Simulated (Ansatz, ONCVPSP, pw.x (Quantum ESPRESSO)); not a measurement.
**What a changed setting does to a pw.x run (fcc Al)**

Potential: optimised norm-conserving Vanderbilt (ONCV), ONCVPSP 4.0.1, PBE; core [Ne], reference 3s2 3p1; waves: 3s: rc 1.65 bohr, ncon 4, nbas 9, qcut 3.8 1/bohr, local; 3p: rc 2.10 bohr, ncon 5, nbas 10, qcut 4.1 1/bohr, 2 projectors, debl 0.6 Ha; d scattering state at 0.41 Ha: rc 1.75 bohr, ncon 4, nbas 8, qcut 6.4 1/bohr, 2 projectors, debl 3.6 Ha; local part: the s channel; core correction: none.

The reference run (k-mesh 14³, cutoffs 35/140 Ry, Fermi–Dirac 0.01 Ry, mixing_beta 0.4, conv_thr 1e-9, no spin) gives 0.88 GPa at 16.527 Å³/atom, where all-electron LAPW gives -0.17 GPa. This run, with its own iteration cap, changes degauss to 0.005.

```
&control
  calculation='scf', prefix='x', pseudo_dir='./', outdir='./tmp', tstress=.true., disk_io='none'
/
&system
  ibrav=0, nat=1, ntyp=1, ecutwfc=35, ecutrho=140, nbnd=8,
  occupations='smearing', smearing='fd', degauss=0.005
/
&electrons
  conv_thr=1e-09, mixing_beta=0.4, electron_maxstep=70
/
ATOMIC_SPECIES
Al 1.0 Al.UPF
CELL_PARAMETERS angstrom
  0.00000000 2.02172157 2.02172157
  2.02172157 0.00000000 2.02172157
  2.02172157 2.02172157 0.00000000
ATOMIC_POSITIONS crystal
Al 0.0000 0.0000 0.0000
K_POINTS automatic
14 14 14 0 0 0
```

```bash
pw.x < Al.scf.in > Al.scf.out
```

Q: How does the run end?

A: It converges in 6 iterations; the free energy moves by +11.0 meV/atom and the pressure by -0.16 GPa. In a metal, with Fermi–Dirac smearing, F lies below its zero-width value by a term in the square of the width.

```
Message from routine setup:
     using ibrav=0 with symmetry is DISCOURAGED, use correct ibrav instead
     lattice parameter (alat)  =       5.4030  a.u.
     unit-cell volume          =     111.5297 (a.u.)^3
     number of electrons       =         3.00
     number of Kohn-Sham states=            8
     kinetic-energy cutoff     =      35.0000  Ry
     charge density cutoff     =     140.0000  Ry
     scf convergence threshold =      1.0E-09
     Exchange-correlation= PBE
     number of k points=   104  Fermi-Dirac smearing, width (Ry)=  0.0050
     iteration #  1     ecut=    35.00 Ry     beta= 0.40
     total energy              =      -4.14572450 Ry
     estimated scf accuracy    <       0.00538581 Ry
     iteration #  2     ecut=    35.00 Ry     beta= 0.40
     total energy              =      -4.14558557 Ry
     estimated scf accuracy    <       0.00185968 Ry
     iteration #  3     ecut=    35.00 Ry     beta= 0.40
     total energy              =      -4.14560263 Ry
     estimated scf accuracy    <       0.00000163 Ry
     iteration #  4     ecut=    35.00 Ry     beta= 0.40
     c_bands:  1 eigenvalues not converged
     c_bands:  1 eigenvalues not converged
     c_bands:  1 eigenvalues not converged
     total energy              =      -4.14560297 Ry
     estimated scf accuracy    <       0.00000015 Ry
     iteration #  5     ecut=    35.00 Ry     beta= 0.40
     total energy              =      -4.14560298 Ry
     estimated scf accuracy    <          1.4E-09 Ry
     iteration #  6     ecut=    35.00 Ry     beta= 0.40
     the Fermi energy is     7.9217 ev
!    total energy              =      -4.14560298 Ry
     estimated scf accuracy    <          4.4E-11 Ry
     smearing contrib. (-TS)   =      -0.00056312 Ry
     The total energy is F=E-TS. E is the sum of the following terms:
     one-electron contribution =       2.85270770 Ry
     hartree contribution      =       0.00759611 Ry
     xc contribution           =      -1.60503503 Ry
     ewald contribution        =      -5.40030864 Ry
     convergence has been achieved in   6 iterations
          total   stress  (Ry/bohr**3)                   (kbar)     P=        7.26
     Message from routine punch:
     Nothing written, as per user request (disk_io='none')
```

The run took about 3.8 s on one core of a shared host (Intel(R) Xeon(R) 6975P-C, 192 threads, 1488 GiB, load 88).
